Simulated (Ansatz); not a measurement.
# AlH5Si2: where a starting geometry ends

The starting geometry of this gas-phase singlet was optimised with GFN2-xTB.

```xyz
8

Al   -0.9258   -1.7385    1.4257
Si   -0.3919    1.1384   -0.2768
Si    0.5158   -1.0053   -0.4204
H    -0.6200    1.9292   -1.4921
H     0.4828    1.9788    0.5572
H    -1.6867    1.1094    0.4211
H    -1.5946   -1.8723   -0.1853
H     1.0679   -0.9261   -1.8241
```

**Question.** Predict what it relaxes into with B3LYP-D3(BJ)/def2-SVP.

**Answer.** It rearranges to `[Al][SiH2][SiH3]`. Contacts that open: Al1–H7 (1.75 → 3.46 Å). Contacts that close: Si3–H7 (2.29 → 1.50 Å).

The energy falls by 1.38 eV over 17 steps:

| step | E − E(last) (eV) |
| --- | --- |
| 1 | 1.377 |
| 3 | 0.621 |
| 5 | 0.313 |
| 6 | 0.238 |
| 8 | 0.104 |
| 10 | 0.002 |
| 12 | 0.000 |
| 13 | 0.000 |
| 15 | 0.000 |
| 17 | 0.000 |

Final geometry (Å):

```xyz
8

Al   -0.1941   -2.2206    1.8985
Si   -0.5406    1.2800   -0.2494
Si   -0.2483   -1.0533   -0.4160
H    -0.5771    1.9816   -1.5686
H     0.5711    1.8736    0.5579
H    -1.8190    1.5813    0.4683
H    -1.3645   -1.5606   -1.2888
H     1.0201   -1.2684   -1.1966
```

Frequencies at the end are all real (lowest 66 cm⁻¹). Run with Ansatz 0.2.0, 69 s on 1 thread of Intel(R) Xeon(R) Processor @ 2.50GHz (Skylake/Cascade Lake) (shared host).
